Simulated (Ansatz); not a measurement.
in.yaml

```yaml
crystal:
  periodic: [false, false, false]
  atoms:
    - {symbol: Si, position_ang: [0.000000, 0.000000, 0.000000]}
    - {symbol: As, position_ang: [0.000000, 0.000000, 2.289000]}
basis:
  gaussian: {orbitals: "6-31G*"}
total_charge: -1
magnetization: {spin_polarized: false}
correlation: {method: ccsdt, electrons: outside_noble_gas}
scf: {lower_state_search: off}
output: {forces: true}
```

```sh
$ ansatz run in.yaml --threads 1 --pin off --events-out ev --progress --plain --max-ram 2393MiB
```

Output:

```
these checks for a lower state are left out or cut short: starts, cluster_reference, orbital_swaps, neighbouring_geometries, increment
807 factors; integrals over basis functions are off by at most 9.7e-8 eV
mean field evaluation 1: about -68648.5092 eV, gradient 1.1e1 eV
mean field evaluation 2: about -68648.5549 eV, gradient 1.1e1 eV
mean field evaluation 4: about -68649.1894 eV, gradient 2.8e0 eV
mean field evaluation 8: about -68649.2200 eV, gradient 2.6e-4 eV
mean field -68649.22003447 eV, -2522.8123041542 hartree, gradient 1.9e-6 eV, S^2 0.000000; 0 other end points of the search recorded, 0 dependent functions left out; unrestricted orbitals would lower it
19 core orbitals not correlated: weight in the atoms' cores, before any rotation towards them, 1.000 or more for the frozen orbitals, at most 0.000 for the correlated occupied ones
reference -68649.22003447 eV, -2522.8123041542 hartree; 5, 5 occupied and 30, 30 virtual orbitals, 807 factors
second order -5.43982002 eV of doubles, -0.00000000 eV of singles
cycle   1  -5.40851304 eV  change    3.1e-2 eV  update   1.6e-1
cycle   2  -5.84788132 eV  change   -4.4e-1 eV  update   1.1e-1
cycle   3  -6.19135603 eV  change   -3.4e-1 eV  update   3.8e-2
cycle   4  -6.20845830 eV  change   -1.7e-2 eV  update   1.8e-2
cycle   5  -6.20078931 eV  change    7.7e-3 eV  update   9.8e-3
cycle   6  -6.21517010 eV  change   -1.4e-2 eV  update   3.9e-3
cycle   7  -6.21754069 eV  change   -2.4e-3 eV  update   1.8e-3
cycle   8  -6.21717308 eV  change    3.7e-4 eV  update   5.8e-4
cycle   9  -6.21724454 eV  change   -7.1e-5 eV  update   2.6e-4
cycle  10  -6.21732063 eV  change   -7.6e-5 eV  update   1.0e-4
cycle  11  -6.21732975 eV  change   -9.1e-6 eV  update   4.0e-5
cycle  12  -6.21736786 eV  change   -3.8e-5 eV  update   1.5e-5
cycle  13  -6.21736808 eV  change   -2.2e-7 eV  update   6.5e-6
cycle  14  -6.21737274 eV  change   -4.7e-6 eV  update   2.5e-6
cycle  15  -6.21737238 eV  change    3.5e-7 eV  update   1.1e-6
the calculation of the forces begins
mean field evaluation 16: about -68649.2200 eV, gradient 1.9e-6 eV
Total energy: -68655.43740685 eV, -2523.0407883750 hartree
Atom 0 at     0.000000     0.000000     0.000000 Å, force     0.000000    -0.000000     2.150010 eV/Å
Atom 1 at     0.000000     0.000000     2.289000 Å, force    -0.000000     0.000000    -2.150010 eV/Å
Dipole moment:     0.000000     0.000000     0.333835 e Å
Checks for a lower state left out: starts, cluster_reference, orbital_swaps, neighbouring_geometries, increment
```

Forces (eV/Å):
```
Si   0.000  0.000  2.150
As   0.000  0.000 -2.150
```

The T1 diagnostic is 0.028.

Ran on 1 thread of Arm Neoverse V1, shared host: 13 s wall, 0.19 GiB peak host memory.
